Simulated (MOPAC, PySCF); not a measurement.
A family of related molecules: binary hydrides. Gas-phase values, no solvent. Strings in code marks are SMILES.

Quantity: vertical ionisation energy (energy after one electron is removed minus that of the parent at the parent's geometry), in eV.

Level 1: PBE-D3(BJ)/def2-TZVP // PBE0-D3(BJ)/def2-TZVP (PySCF)
Level 2: minus the HOMO energy of AM1 // PBE0-D3(BJ)/def2-TZVP (MOPAC)
Level 3: minus the HOMO energy of PM6 // PBE0-D3(BJ)/def2-TZVP (MOPAC)
Level 4: minus the HOMO energy of TPSSh-D3(BJ)/def2-TZVP // PBE0-D3(BJ)/def2-TZVP (PySCF)

```tsv
species	level 1	level 2	level 3	level 4
`N`	10.86	10.58	10.15	6.70
`O`	12.69	12.45	11.83	7.85
`[BiH3]`	9.95	10.37	9.31	7.21
`[GeH4]`	11.90	11.53	12.15	9.08
`C`	13.95	13.42	13.64	10.24
`I`	10.52	10.89	10.20	7.33
`S`	10.35	9.49	9.44	6.81
`Br`	11.70	11.46	11.15	8.06
`B`	12.88	11.85	11.70	9.27
`[SbH3]`	9.85	9.47	9.30	7.03
`[LiH]`	8.05	7.83	7.14	4.95
```
